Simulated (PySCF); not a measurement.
Gas-phase reaction: 3 SiH2F + 2 H ⇌ 2 SiH4 + SiF3

Computed with PySCF (xtb for GFN2) and rigid-rotor harmonic-oscillator thermochemistry at 1 bar. † marks an energy on the PBE0/def2-TZVP geometry and frequencies; other levels use their own. MP2 freezes the core. 6-31G* has spherical d functions here. Open shells (unrestricted): SiH2F (multiplicity 2), H (multiplicity 2), SiF3 (multiplicity 2); the rest are closed-shell singlets. GFN2 has no spin-polarisation term. B3LYP is the form with VWN-RPA correlation. SiH2F: computed as isolated molecules; such fragments, hydroxides, amides, oligomers or adducts are transient or little studied in the gas. MP2 isn't extrapolated to the basis-set limit.

```csv
level,"ΔH°(298 K), kJ"
B3LYP/def2-TZVP†,-806
BLYP/def2-TZVP†,-787
GFN2-xTB,…
HF/6-31G*,…
M06-2X/def2-TZVP†,-804
MP2/def2-SVP†,-776
PBE/def2-TZVP†,…
PBE0/def2-SVP†,-784
r2SCAN/def2-TZVP†,…
ωB97M-V/def2-TZVP†,-828
ωB97X-V/def2-TZVP†,-823
```

Task: Some entries are withheld; supply them.

Result: 
- GFN2-xTB, ΔH°(298 K), kJ: -844
- HF/6-31G*, ΔH°(298 K), kJ: -658
- PBE/def2-TZVP†, ΔH°(298 K), kJ: -776
- r2SCAN/def2-TZVP†, ΔH°(298 K), kJ: -793
